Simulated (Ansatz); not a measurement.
Input file:

```yaml
crystal:
  periodic: [false, false, false]
  atoms:
    - {symbol: B, position_ang: [0.300000, 0.300000, -1.509613]}
    - {symbol: C, position_ang: [0.000000, 0.000000, -1.509613]}
    - {symbol: H, position_ang: [0.000000, 0.000000, 1.570306]}
basis:
  gaussian: {orbitals: cc-pVDZ}
magnetization: {spin_polarized: true, initial_magnetization: 2}
correlation: {method: bccd_t, electrons: valence, diis_vectors: 12}
```

```sh
$ ansatz run in.yaml --threads 1 --pin off --events-out ev --progress --plain --max-ram 2393MiB
```

Problem. What does the program do with this input?

Solution. Converged. The input was made wrong on purpose (atoms on top of each other), so the run isn't a sound calculation of what was asked.
```
310 factors; integrals over basis functions are off by at most 3.0e-4 eV
mean field evaluation 1: about -1538.8952 eV, gradient 2.1e1 eV
mean field evaluation 2: about -1538.8998 eV, gradient 2.1e1 eV
mean field evaluation 4: about -1540.9298 eV, gradient 1.6e0 eV
mean field evaluation 8: about -1540.9633 eV, gradient 4.8e-2 eV
mean field evaluation 16: about -1540.9535 eV, gradient 4.6e-1 eV
mean field -1540.96334965 eV, -56.6293585972 hartree, gradient 1.1e-6 eV, S^2 2.007363; 0 other end points of the search recorded, 0 dependent functions left out
2 core orbitals not correlated: weight in the atoms' cores, before any rotation towards them, 0.999 or more for the frozen orbitals, at most 0.001 for the correlated occupied ones
reference -1540.96334965 eV, -56.6293585972 hartree; 5, 3 occupied and 26, 28 virtual orbitals, 310 factors
second order -2.58504434 eV of doubles, -0.00000000 eV of singles
cycle   1  -2.90968146 eV  change   -3.2e-1 eV  update   3.2e-2
cycle   2  -3.00154143 eV  change   -9.2e-2 eV  update   1.1e-2
cycle   3  -3.00328891 eV  change   -1.7e-3 eV  update   2.6e-3
cycle   4  -3.00287678 eV  change    4.1e-4 eV  update   7.1e-4
cycle   5  -3.00286633 eV  change    1.0e-5 eV  update   2.3e-4
cycle   6  -3.00284674 eV  change    2.0e-5 eV  update   7.4e-5
cycle   7  -3.00285537 eV  change   -8.6e-6 eV  update   1.6e-5
cycle   8  -3.00285416 eV  change    1.2e-6 eV  update   3.6e-6
perturbative correction -0.04619674 eV, -0.0016976989 hartree
Total energy: -1544.01240055 eV, -56.7414091510 hartree
```
